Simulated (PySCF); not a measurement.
**One shape, several levels: CH4OSi (SMILES CO[SiH])**

Aim: a comparison of 6 runs (HF/3-21G, B3LYP/6-31G*, BLYP/6-31G*, PBE0/def2-SVP, r2SCAN/cc-pVTZ) of CH4OSi. 

The calculation is run with PySCF 2.14.0.

### Step 1. The system as given

CH4OSi: 7 atoms, total charge 0, spin state singlet. SMILES: `CO[SiH]`. The shape is that of a PBE0-D4/def2-TZVP optimisation. This is one conformer, not always the lowest.

Bond lengths: C1–O2 1.410 Å, O2–Si3 1.639 Å, C1–H4 1.092 Å, C1–H5 1.095 Å, C1–H6 1.092 Å, Si3–H7 1.552 Å. Angles: C1–O2–Si3 130.6°, O2–C1–H4 109.2°, O2–C1–H5 110.9°, O2–C1–H6 109.2°, O2–Si3–H7 97.1°, H4–C1–H5 109.5°, H4–C1–H6 108.5°, H5–C1–H6 109.5°.

### Step 2. Energy and forces at HF/3-21G (run 1)

Contents of job.py:

```python
import pyscf.grad
from pyscf import gto

mol = gto.M(
    atom='''
C       -0.512400       0.485500      -0.338500
O       -0.443200      -0.446500       0.717600
Si       0.796900      -1.387300       1.229900
H       -1.296400       0.180800      -1.035500
H        0.443800       0.547500      -0.868700
H       -0.769300       1.467500       0.065400
H        1.841700      -0.915600       0.184100
''',
    basis='3-21g',
    verbose=4,
    max_memory=1860,
)

mf = mol.RHF()
mf.conv_tol = 1e-10
mf.kernel()
if not mf.converged:
    mf = mf.newton().run(mf.mo_coeff, mf.mo_occ)

etot = mf.e_tot
print(f'total energy: {etot:.8f} hartree')
grad = mf.Gradients().kernel()
mf.analyze()
```

On the command line:

```
$ OMP_NUM_THREADS=1 python job.py
```

The program printed:

```text
PySCF version 2.14.0

[... 79 lines left out ...]
One-electron Energy =                 -756.024926355310072
[... 7 lines left out ...]
MO #3   energy= -11.2289610584566  occ= 2
[... 5 lines left out ...]
MO #9   energy= -0.941919052875833 occ= 2
[... 5 lines left out ...]
MO #15  energy= -0.456917007250908 occ= 2
[... 5 lines left out ...]
MO #21  energy= 0.341140003695438  occ= 0
[... 5 lines left out ...]
MO #27  energy= 0.669042489453974  occ= 0
[... 5 lines left out ...]
MO #33  energy= 1.30339810208689   occ= 0
[... 5 lines left out ...]
MO #39  energy= 3.29843638038461   occ= 0
[... 49 lines left out ...]
Dipole moment(X, Y, Z, Debye):  0.24351,  1.26916, -1.59812
```

Wall time 3.3 s (1 thread of Intel Xeon at 2.50GHz (Skylake/Cascade Lake), shared host); peak memory 0.12 GiB.

### Step 3. Energy and gradient at B3LYP/6-31G(d) (spherical functions) (run 2)

Contents of run.py:

```python
import pyscf.grad
from pyscf import gto, dft

system = gto.M(
    atom='''
C     -0.968296     0.917462    -0.639672
O     -0.837527    -0.843763     1.356067
Si     1.505923    -2.621617     2.324174
H     -2.449841     0.341662    -1.956811
H      0.838660     1.034625    -1.641605
H     -1.453766     2.773173     0.123588
H      3.480309    -1.730233     0.347899
''',
    basis='6-31g*',
    verbose=4,
    unit='bohr',
    max_memory=1860,
    spin=0,
)

myscf = dft.RKS(system)
myscf.xc = 'b3lyp'
myscf.grids.level = 5
myscf.conv_tol = 1e-10
myscf.kernel()
if not myscf.converged:
    myscf = myscf.newton().run(myscf.mo_coeff, myscf.mo_occ)

e_tot = myscf.e_tot
print('E = %.10f Eh' % e_tot)
grad = myscf.Gradients().kernel()
dip = myscf.dip_moment()
pop, q = myscf.mulliken_pop()
```

On the command line:

```
$ OMP_NUM_THREADS=1 python run.py
```

The program printed:

```text
PySCF version 2.14.0

[... 75 lines left out ...]
converged SCF energy = -405.199450622682
[... 15 lines left out ...]
Dipole moment(X, Y, Z, Debye): -0.07341,  1.24139, -1.41532
[... 62 lines left out ...]
charge of    6H =     -0.16720
```

Wall time 29 s (1 thread of Intel Xeon at 2.50GHz (Skylake/Cascade Lake), shared host); peak memory 0.56 GiB.

Runs 3 to 5 aren't shown in full; the table further down has their settings and results.

### Step 4. Energy and gradient at r2SCAN/cc-pVTZ (run 6)

Contents of job.py:

```python
# CO[SiH]
import pyscf.grad
from pyscf import gto, dft

mol = gto.M(
    atom='''
C       -0.512400       0.485500      -0.338500
O       -0.443200      -0.446500       0.717600
Si       0.796900      -1.387300       1.229900
H       -1.296400       0.180800      -1.035500
H        0.443800       0.547500      -0.868700
H       -0.769300       1.467500       0.065400
H        1.841700      -0.915600       0.184100
''',
    basis='cc-pvtz',
    verbose=4,
    max_memory=1860,
)

myscf = dft.RKS(mol, xc='r2scan')
myscf.conv_tol = 1e-10
myscf.grids.level = 5
myscf.kernel()
if not myscf.converged:
    myscf = myscf.newton().run(myscf.mo_coeff, myscf.mo_occ)

e_final = myscf.e_tot
print(f'total energy: {e_final:.8f} hartree')
grad = myscf.Gradients().kernel()
myscf.analyze()
```

On the command line:

```
$ OMP_NUM_THREADS=1 python job.py
```

The program printed:

```text
PySCF version 2.14.0

[... 100 lines left out ...]
Two-electron Energy =                  252.856754554828285
[... 20 lines left out ...]
MO #17  energy= -0.0973417426644012 occ= 0
[... 18 lines left out ...]
MO #36  energy= 0.461378533174703  occ= 0
[... 18 lines left out ...]
MO #55  energy= 1.02755134344174   occ= 0
[... 18 lines left out ...]
MO #74  energy= 1.84044905063231   occ= 0
[... 18 lines left out ...]
MO #93  energy= 3.04898056066867   occ= 0
[... 18 lines left out ...]
MO #112 energy= 3.89305494538428   occ= 0
[... 18 lines left out ...]
MO #131 energy= 5.10552048873487   occ= 0
[... 18 lines left out ...]
MO #150 energy= 13.1967230865892   occ= 0
[... 160 lines left out ...]
Dipole moment(X, Y, Z, Debye): -0.21085,  1.20398, -1.30656
```

Wall time 2.9 min (1 thread of Intel Xeon at 2.50GHz (Skylake/Cascade Lake), shared host); peak memory 1.8 GiB.

### Step 5. The series

```
run                               level  integration grid  Cartesian functions  energy (Eh)  dipole moment (D)  HOMO energy (eV)  LUMO energy (eV)  wall time
  1                            HF/3-21G                 –                   no  -401.809101               2.06             -8.89              1.36      3.3 s
  2  B3LYP/6-31G* (spherical functions)                 5                   no  -405.199451               1.88             -6.21             -1.96       29 s
  3   BLYP/6-31G* (spherical functions)                 5                   no  -405.137216               1.94             -5.15             -2.44       29 s
  4  B3LYP/6-31G* (Cartesian functions)                 5                  yes  -405.203000               1.88             -6.21             -1.96       29 s
  5                       PBE0/def2-SVP                 5                   no  -404.762448               1.86             -6.44             -1.82       30 s
  6                      r2SCAN/cc-pVTZ                 5                   no  -405.162011               1.79             -5.63             -2.65    2.9 min
```

### Step 6. What came out

```
                       quantity          value
            run 6: total energy  -405.16201 Eh
           run 6: dipole moment         1.79 D
             run 6: HOMO energy       -5.63 eV
             run 6: LUMO energy       -2.65 eV
           run 6: HOMO–LUMO gap        2.99 eV
run 6: largest force on an atom     0.384 eV/Å
```

The dipole moment (its size) runs from 1.79 D (r2SCAN/cc-pVTZ) to 2.06 D (HF/3-21G). The two ends differ in method and basis. The HOMO–LUMO gap runs from 2.71 eV (BLYP/6-31G*) to 10.24 eV (HF/3-21G). Totals of different functionals can't be ranked against each other. All runs together took 4.9 min, the longest 2.9 min.
